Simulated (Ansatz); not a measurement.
Counterpoise correction, worked out

The pair of NH3 (SMILES N, atoms 1–4) and C2H4 (SMILES C=C, atoms 5–10), both closed shells, in one local arrangement (a lower one may exist), relaxed at PBE0-D4/def2-TZVP:

```xyz
10
angstrom
N -0.2465 -0.2428 -2.2205
H 0.5128 0.3445 -2.5434
H -0.1487 -1.1370 -2.6856
H -1.1077 0.1739 -2.5529
C -0.1260 -0.3601 1.3472
C 0.4548 0.6449 1.9844
H -0.1948 -0.3889 0.2627
H -0.5553 -1.1938 1.8951
H 0.5251 0.6763 3.0670
H 0.8863 1.4829 1.4459
```

Program: Ansatz 0.2.0. Basis: def2-TZVPPD. Cores are frozen in the correlated methods.

MP2 total energies in eV:

| system | geometry | basis functions | energy |
| --- | --- | --- | --- |
| pair | pair | all | -3669.79211 |
| NH3 | as in the pair | all (partner as ghosts) | -1536.32268 |
| C2H4 | as in the pair | all (partner as ghosts) | -2133.42305 |
| NH3 | as in the pair | its own | -1536.31225 |
| C2H4 | as in the pair | its own | -2133.41973 |
| NH3 | free (PBE0-D4 minimum) | its own | -1536.31233 |
| C2H4 | free (PBE0-D4 minimum) | its own | -2133.42025 |

**Question.** Work out the interaction energy with and without the counterpoise correction, the superposition error, and the binding energy from the relaxed fragments.

**Answer.** Without correction: -3669.79211 − (-1536.31225) − (-2133.41973) = -0.06013 eV.
With correction (each fragment in the whole basis): -3669.79211 − (-1536.32268) − (-2133.42305) = -0.04638 eV = -1.07 kcal/mol.
The superposition error is the difference, 0.01375 eV, 23 % of the uncorrected value: each fragment borrows its partner's functions.
Deformation from the free shapes: 0.00008 eV for NH3 and 0.00052 eV for C2H4.
Binding energy from relaxed fragments: -0.04638 + 0.00008 + 0.00052 = -0.04578 eV = -1.06 kcal/mol (electronic, without zero-point energy; negative means bound). For comparison, the corrected interaction energy by CCSD(T) at an estimated basis limit (MP2 extrapolated from triple and quadruple zeta, plus CCSD(T) − MP2 in triple zeta) is -0.054 eV.

T1 diagnostic: at most 0.011.

For scale, one of the runs: CCSD(T)/def2-TZVPPD, 230 basis functions, launched by `ansatz run in.yaml --threads 4 --pin off --events-out ev --progress --plain --max-ram 9574MiB`. Time: 40 s of wall clock on 4 CPU threads of an Arm Neoverse V2; the host was shared. Peak host memory: 4.1 GiB.
